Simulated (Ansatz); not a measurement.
A nudged elastic band was laid between two geometries of C₂H₅NS₂ (10 atoms, charge 0, multiplicity 1).

Level of theory: Ansatz, RKS r2SCAN/def2-SVP.

```
movable images  : 5
climbing image  : yes
spring          : 5.0 eV/Å²
optimiser       : quadratic models (default)
start path      : through a guess of the saddle point
force threshold : 0.05 eV/Å
iteration limit : 60
end points      : relaxed
```

Initial state:

```xyz
10
Properties=species:S:1:pos:R:3
N -0.255 -1.447 0.938
C -0.051 -0.813 -0.246
C -0.108 0.535 -0.458
S -0.617 1.603 0.877
S 0.111 1.168 -2.098
H -0.477 -2.434 0.931
H -0.650 -0.886 1.690
H 0.213 -1.462 -1.090
H 0.613 1.891 1.379
H 1.304 1.793 -1.920
```

Final state:

```xyz
10
Properties=species:S:1:pos:R:3
N -0.380 -1.492 0.913
C 0.047 -0.846 -0.208
C 0.183 0.503 -0.362
S -0.467 1.603 0.878
S 1.082 1.132 -1.752
H -0.744 -2.430 0.820
H -0.790 -0.915 1.643
H 0.356 -1.495 -1.036
H 0.709 2.016 1.417
H 0.088 1.872 -2.308
```

Question: Which bonds break or form, and what moves?

Answer: No bond is made or broken. The dihedral S4–C3–S5–H10 goes from 76 to -63°.

Question: Give the energies along the band, and the barrier.

Answer: The forces met the threshold. The highest image is number 3 of 0 to 6, 0.132 eV above the first end and 0.156 eV above the last; the last end lies 0.024 eV below the first. A vibrational analysis at the climbing image gives one clearly imaginary mode, 290i cm⁻¹: a first-order saddle point.

```csv
image,path coordinate (Å),energy (eV),dihedral S4–C3–S5–H10 (°)
0,0.00,0.000,76
1,0.41,0.018,59
2,0.82,0.082,37
3,1.23,0.132,9
4,1.62,0.080,-20
5,2.01,0.002,-44
6,2.41,-0.024,-63
```

Question: What is the geometry of the highest image?

Answer: 
```xyz
10
Properties=species:S:1:pos:R:3:forces:R:3
N -0.314 -1.466 0.996 -0.01 0.02 -0.01
C 0.014 -0.904 -0.215 -0.01 -0.01 0.01
C 0.077 0.426 -0.493 0.00 -0.01 -0.02
S -0.475 1.617 0.698 0.00 0.00 0.01
S 0.637 0.970 -2.106 0.00 0.00 0.00
H -0.742 -2.384 0.959 0.00 0.00 0.00
H -0.762 -0.826 1.649 0.00 -0.01 0.00
H 0.306 -1.620 -0.993 0.01 0.00 0.00
H 0.716 1.853 1.311 0.00 0.00 0.01
H 0.626 2.283 -1.804 0.00 0.01 0.00
```

Question: What are the harmonic wavenumbers there?

Answer: 290i, 193, 229, 253, 272, 345, 445, 463, 604, 641, 876, 885, 923, 965, 1130, 1277, 1325, 1584, 1698, 2601, 2725, 3159, 3523, 3664 cm⁻¹.

The band took 13 iterations and of the order of 7 core-minutes.

Time of the run: 3.7 min on 2 threads of Arm Neoverse V2, with other jobs on the host, peak memory 0.17 GiB.
